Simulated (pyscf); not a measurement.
## Addition across a multiple bond or ene-type step: `[SiH3][Si]([SiH3])=[Si]([SiH3])[SiH3]` + `[SiH3][SiH3]` → `[SiH3][SiH2][Si]([SiH3])([SiH3])[SiH]([SiH3])[SiH3]`

Gas phase, singlet surface, charge 0. Bonds broken: Si19–H21. Bonds formed: Si2–Si19, Si4–H21. Single points on ωB97X-D3(BJ)/def2-SVP structures (PySCF, gas phase).

Transition state (Å):

```xyz
26

Si    -1.8503    -0.4886     2.1360
Si    -0.0054     0.6988     1.3414
Si     1.9002    -0.1089     2.4194
Si     0.2414    -0.6592    -0.5315
Si     1.8881    -2.2946    -0.8197
Si    -1.6993    -1.2381    -1.6946
H     -2.9754    -0.3453     1.1588
H     -1.5782    -1.9555     2.2768
H     -2.3233     0.0150     3.4608
H      3.1116     0.3267     1.6555
H      1.9350    -1.6061     2.4810
H      2.0290     0.4064     3.8165
H      3.2151    -1.7760    -0.3866
H      1.5074    -3.4743     0.0089
H      1.9494    -2.6969    -2.2552
H     -2.6041    -0.0593    -1.8120
H     -2.3901    -2.3333    -0.9570
H     -1.3411    -1.7170    -3.0623
Si     0.4464     2.0183    -1.1265
Si    -1.5211     3.1142    -0.5347
H      0.8177     0.3509    -1.5944
H      0.6186     2.0941    -2.6238
H      1.7340     2.4641    -0.5379
H     -2.5705     2.0958    -0.2608
H     -2.0120     4.0408    -1.6054
H     -1.1904     3.8759     0.7017
```

One imaginary mode, 242i cm⁻¹; descent along it reached the two sides named, in the forms told below.

```json
[
 {"bond": "Si19–H21", "change": "breaks", "reactant side (Å)": "1.494", "saddle": "1.771", "product side": "4.0"},
 {"bond": "Si2–Si19", "change": "forms", "reactant side (Å)": "4.2", "saddle": "2.8", "product side": "2.324"},
 {"bond": "Si4–H21", "change": "forms", "reactant side (Å)": "3.0", "saddle": "1.575", "product side": "1.495"}
]
```

Electronic energies relative to the separated reactants (eV):

```csv
level,barrier,reaction energy,reverse barrier
ωB97X-D3(BJ)/def2-TZVP,0.36,-2.15,2.51
PBE/def2-TZVP,0.55,-1.66,2.20
r²SCAN/def2-TZVP,0.52,-1.84,2.36
B3LYP-D3(BJ)/def2-TZVP,0.55,-1.91,2.45
PBE0-D3(BJ)/def2-TZVP,0.27,-2.09,2.35
M06-2X/def2-TZVP,0.47,-1.91,2.39
ωB97M-D3(BJ)/def2-TZVP,0.47,-1.95,2.42
HF/def2-TZVP,1.65,-1.56,3.21
```

With ωB97M-D3(BJ)/def2-TZVP energies and thermal terms (ideal gas, 1 atm, RRHO with modes under 100 cm⁻¹ raised to 100, one conformer, R ln 2 for chiral ones without a mode under 150 cm⁻¹), in eV:

| T (K) | ΔH‡ | ΔG‡ | ΔH | ΔG |
|---|---|---|---|---|
| 298 | 0.48 | 1.05 | -1.91 | -1.39 |
| 600 | 0.50 | 1.63 | -1.86 | -0.89 |
| 900 | 0.52 | 2.19 | -1.80 | -0.42 |
| 1200 | 0.55 | 2.73 | -1.75 | +0.03 |

On the reactant side the descent ends in a complex (not fully relaxed), 0.34 eV under the separated species and 0.70 eV under the saddle at ωB97X-D3(BJ)/def2-TZVP. At the saddle there is also a short Si–Si contact that neither side keeps. H₃Si–Si(SiH₃)=Si(SiH₃)–SiH₃ lies 1.05 eV over its isomer cyclic H₁₂Si₆ (SMILES [SiH3][SiH2][SiH]1[SiH2][SiH2][SiH2]1) (electronic energy, ωB97M-D3(BJ)/def2-TZVP). This is the saddle that the search found; another between the same sides may lie lower.
